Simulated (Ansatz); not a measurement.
**One shape, several levels: [BH3]− (SMILES [BH3-])**

Aim: a comparison of 6 runs (UHF/3-21G, UB3LYP/3-21G, U-wB97M-V/6-31G*, UHSE06/6-31G*, UBCCD(T)/6-31G*, UCCSD(T)/3-21G) of [BH3]−. 

The calculation is run with Ansatz 0.2.0.

2 further runs of the same task are left out: 2 set aside as unsound or not needed.

### 1 The molecule

The species is [BH3]− (4 atoms), meant as a doublet with charge -1. SMILES: `[BH3-]`. The H3–B1 distance was set to 1.880 Å, away from the relaxed value. At this shape a bond of the SMILES string is far longer than usual.

Bond lengths: B1–H2 1.254 Å, B1–H4 1.254 Å. Angles: H2–B1–H4 111.5°. A long bond or contact: B1–H3 1.880 Å.

### 2 The energy at UHF/3-21G (run 1)

job.yaml

```yaml
basis:
  gaussian: {orbitals: 3-21G.json}
crystal:
  periodic: [false, false, false]
  atoms:
    - {symbol: B, position_ang: [0.365271, 0.524574, -0.409904]}
    - {symbol: H, position_ang: [1.131921, 1.014464, 0.452386]}
    - {symbol: H, position_ang: [-0.279230, -1.161080, 0.118390]}
    - {symbol: H, position_ang: [-0.573429, 1.307764, -0.689184]}
hamiltonian: {xc: hf}
magnetization: {spin_polarized: true, initial_magnetization: 1}
accuracy: high
total_charge: -1
```

The basis set 3-21G is read from a file made from the Basis Set Exchange's data (not shown).

The run is started by

```bash
ansatz run job.yaml --threads 1 --pin off --max-ram 2610MiB --events-out events.jsonl --progress --plain --runs-dir runs
```

Output:

```text
Warning: RAYON_NUM_THREADS=1 ignored (pool sized by the plan → 1); use --threads N
Functional definition: HF
  name "HF"
  exchange = exact_x
  correlation = 0
292 factors; integrals over basis functions are off by at most 3.1e-9 eV
mean field evaluation 1: about -709.8675 eV, gradient 8.9e0 eV
mean field evaluation 2: about -709.8640 eV, gradient 8.9e0 eV
mean field evaluation 4: about -710.9027 eV, gradient 1.2e0 eV
mean field evaluation 8: about -710.9562 eV, gradient 2.7e-1 eV
mean field evaluation 16: about -708.6984 eV, gradient 8.7e0 eV
mean field evaluation 32: about -710.5801 eV, gradient 1.9e0 eV
mean field -710.96748400 eV, -26.1275731261 hartree, gradient 6.1e-8 eV, S^2 0.791981; 0 other end points of the search recorded, 0 dependent functions left out
reference -710.96748400 eV, -26.1275731261 hartree; 5, 4 occupied and 10, 11 virtual orbitals, 292 factors
Total energy: -710.96748400 eV, -26.1275731261 hartree
```

It took 0.08 s on 1 thread of Arm Neoverse V1, shared host.

### 3 The energy at UB3LYP/3-21G (run 2)

in.yaml

```yaml
crystal:
  periodic: [false, false, false]
  atoms:
    - {symbol: B, position_ang: [0.365271, 0.524574, -0.409904]}
    - {symbol: H, position_ang: [1.131921, 1.014464, 0.452386]}
    - {symbol: H, position_ang: [-0.279230, -1.161080, 0.118390]}
    - {symbol: H, position_ang: [-0.573429, 1.307764, -0.689184]}
basis:
  gaussian:
    orbitals: 3-21G.json
total_charge: -1
magnetization:
  spin_polarized: true
  initial_magnetization: 1
hamiltonian:
  xc: {name: B3LYP}
accuracy: high
```

The basis set 3-21G is read from a file made from the Basis Set Exchange's data (not shown).

The run is started by

```bash
ansatz run in.yaml --threads 1 --pin off --max-ram 2610MiB --events-out events.jsonl --progress --plain --runs-dir runs
```

Output:

```text
Warning: RAYON_NUM_THREADS=1 ignored (pool sized by the plan → 1); use --threads N
Functional definition: B3LYP
  name "B3LYP"
  parameter a0 = 0.2
  parameter ax = 0.72
  parameter ac = 0.81
  exchange = (1 - a0 - ax)*slater_x + ax*b88_x + a0*exact_x
  correlation = (1 - ac)*vwn_rpa_c + ac*lyp_c
292 factors; integrals over basis functions are off by at most 3.1e-9 eV
mean field evaluation 1: about -717.4102 eV, gradient 4.6e0 eV
mean field evaluation 2: about -717.4856 eV, gradient 4.7e0 eV
mean field evaluation 4: about -717.7039 eV, gradient 2.0e-1 eV
mean field evaluation 8: about -717.6894 eV, gradient 9.8e-3 eV
mean field evaluation 16: about -717.6894 eV, gradient 6.5e-7 eV
mean field -717.68940341 eV, -26.3745991080 hartree, gradient 4.6e-8 eV, S^2 0.753382; 0 other end points of the search recorded, 0 dependent functions left out
reference -717.68943004 eV, -26.3746000866 hartree; 5, 4 occupied and 10, 11 virtual orbitals, 292 factors
Total energy: -717.68943004 eV, -26.3746000866 hartree
```

Wall time 0.91 s (1 thread of Arm Neoverse V1, shared host); peak memory 0.1 GiB.

Run 3 isn't shown in full; the table further down has it.

### 4 A single-point energy at UHSE06/6-31G(d) (spherical functions) (run 4)

Changes to in.yaml since step 3:

```diff
@@ -9,4 +9,7 @@
   gaussian:
-    orbitals: 3-21G.json
+    orbitals: 6-31G_st_-spherical.json
 total_charge: -1
+accuracy: high
+hamiltonian:
+  xc: hse06
 magnetization:
@@ -14,4 +17 @@
   initial_magnetization: 1
-hamiltonian:
-  xc: {name: B3LYP}
-accuracy: high
```

The basis set 6-31G* is read from a file made from the Basis Set Exchange's data (not shown).

The run is started by

```bash
ansatz run in.yaml --threads 1 --pin off --max-ram 2610MiB --events-out events.jsonl --progress --plain --runs-dir runs
```

Output:

```text
Warning: RAYON_NUM_THREADS=1 ignored (pool sized by the plan → 1); use --threads N
Functional definition: HSE06
  name "HSE06"
  parameter a = 0.25
  parameter omega = 0.11/bohr
  exchange = pbe_x - a*pbe_x_sr(omega) + a*exact_x_sr(omega)
  correlation = pbe_c
414 factors; integrals over basis functions are off by at most 4.7e-9 eV
57 factors; integrals over basis functions are off by at most 1.1e-9 eV
mean field evaluation 1: about -719.8107 eV, gradient 5.5e0 eV
mean field evaluation 2: about -719.8314 eV, gradient 6.0e0 eV
mean field evaluation 4: about -720.1749 eV, gradient 2.0e-1 eV
mean field evaluation 8: about -720.1714 eV, gradient 1.1e-2 eV
mean field evaluation 16: about -720.1714 eV, gradient 3.3e-6 eV
mean field -720.17142078 eV, -26.4658115638 hartree, gradient 9.2e-9 eV, S^2 0.755254; 0 other end points of the search recorded, 0 dependent functions left out
reference -720.17142279 eV, -26.4658116377 hartree; 5, 4 occupied and 15, 16 virtual orbitals, 414 factors
Total energy: -720.17142279 eV, -26.4658116377 hartree
```

It took 1.4 s on 1 thread of Arm Neoverse V1, shared host; peak memory 0.1 GiB.

Run 5 isn't shown in full; the table further down has it.

### 5 A single-point energy at UCCSD(T)/3-21G (run 6)

molecule.yaml

```yaml
crystal:
  periodic: [false, false, false]
  atoms:
    - {symbol: B, position_ang: [0.365271, 0.524574, -0.409904]}
    - {symbol: H, position_ang: [1.131921, 1.014464, 0.452386]}
    - {symbol: H, position_ang: [-0.279230, -1.161080, 0.118390]}
    - {symbol: H, position_ang: [-0.573429, 1.307764, -0.689184]}
basis:
  gaussian:
    orbitals: 3-21G.json
total_charge: -1
magnetization:
  spin_polarized: true
  initial_magnetization: 1
correlation:
  method: ccsd_t
  frozen_orbitals: {B: 1, H: 0}
accuracy: high
scf:
  omitted_lower_state_checks: [cluster_reference, increment]
```

The basis set 3-21G is read from a file made from the Basis Set Exchange's data (not shown).

The run is started by

```bash
ansatz run molecule.yaml --threads 1 --pin off --max-ram 2610MiB --events-out events.jsonl --progress --plain --runs-dir runs
```

Output:

```text
Warning: RAYON_NUM_THREADS=1 ignored (pool sized by the plan → 1); use --threads N
[... 12 lines left out ...]
1 core orbitals not correlated: weight in the atoms' cores, before any rotation towards them, 1.000 or more for the frozen orbitals, at most 0.000 for the correlated occupied ones
[... 27 lines left out ...]
Total energy: -713.28369155 eV, -26.2126921834 hartree
Checks for a lower state left out: cluster_reference, increment
```

It took 0.18 s on 1 thread of Arm Neoverse V1, shared host.

### 6 The series

| run | level | frozen core orbitals | energy (Eh) | ⟨S²⟩ | wall time |
| --- | --- | --- | --- | --- | --- |
| 1 | UHF/3-21G | – | -26.127573 | 0.792 | 0.08 s |
| 2 | UB3LYP/3-21G | – | -26.374600 | 0.753 | 0.91 s |
| 3 | U-wB97M-V/6-31G* (spherical functions) | – | -26.468900 | 0.754 | 10 s |
| 4 | UHSE06/6-31G* (spherical functions) | – | -26.465812 | 0.755 | 1.4 s |
| 5 | UBCCD(T)/6-31G* (spherical functions) | 1 | -26.379890 | 0.772 | 0.4 s |
| 6 | UCCSD(T)/3-21G | 1 | -26.212692 | 0.792 | 0.18 s |

### 7 Summary of results

| quantity | value |
| --- | --- |
| run 6: total energy | -26.21269 Eh |
| run 6: correlation energy (1 core orbital frozen) | -85.1 mEh |
| run 6: (T) correction | -1.83 mEh |
| run 6: ⟨S²⟩ of the reference determinant | 0.792 |
| run 6: T1 diagnostic | 0.025 |

Totals of different functionals can't be ranked against each other. All runs together took 13 s, the longest 10 s.
